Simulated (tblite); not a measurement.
Isomers of C5H10Cl (doublet state). Method: GFN2-xTB as coded in tblite; computed harmonic values from a numerical Hessian at the method's own geometry, unscaled. The method is semi-empirical: single wavenumbers can be off by several per cent or more. One conformer each. Open shells enter through the occupations alone, without spin polarisation, and single modes of such species can be off by tens of per cent.

Electronic energies: GFN2-xTB at the same geometries; isomer energies are rough at this level and their order can be wrong.

| SMILES | electronic energy, lowest = 0 (kJ/mol) |
| --- | --- |
| [CH2]C[C@H](C)CCl | 60.9 |
| CC(C)C[CH]Cl | 13.8 |
| CC[CH][C@H](C)Cl | 13.6 |
| CC[C](C)CCl | 0.0 |
| CC(C)[CH]CCl | 20.3 |

**Question.** How do GFN2-xTB zero-point energies change the relative energies?

**Answer.** 
```
           SMILES  ZPE (kJ/mol)  of it from modes above 1550 cm⁻¹  electronic (kJ/mol)  with ZPE, lowest = 0 (kJ/mol)  lowest mode (cm⁻¹)  rings
      CC[C](C)CCl         354.2                             180.0                  0.0                            0.0                  55      0
 CC[CH][C@H](C)Cl         352.9                             180.1                 13.6                           12.3                  21      0
     CC(C)C[CH]Cl         355.9                             180.5                 13.8                           15.5                  49      0
     CC(C)[CH]CCl         354.4                             181.3                 20.3                           20.5                  32      0
[CH2]C[C@H](C)CCl         351.6                             180.7                 60.9                           58.3                  76      0
```

The zero-point energies span 4.3 kJ/mol, from `[CH2]C[C@H](C)CCl` to `CC(C)C[CH]Cl`. The order is unchanged.

**Question.** What do entropy and thermal enthalpy add at 298.15 K and 1 bar (rigid rotor, harmonic oscillator, one conformer each)?

**Answer.** 
| SMILES | point group | symmetry number | S (J/(mol K)) | H − H(0) (kJ/mol) | ZPE + H − H(0) − TS (kJ/mol) |
| --- | --- | --- | --- | --- | --- |
| CC[C](C)CCl | C1 | 1 | 389.6 | 25.08 | 263.2 |
| CC(C)C[CH]Cl | C1 | 1 | 378.4 | 24.02 | 267.1 |
| CC(C)[CH]CCl | C1 | 1 | 385.0 | 24.49 | 264.1 |
| [CH2]C[C@H](C)CCl | C1 | 1 | 381.1 | 24.65 | 262.6 |

S holds R ln(2S + 1) for the spin.

Not tabulated: `CC[CH][C@H](C)Cl` (lowest mode only 21 cm⁻¹).
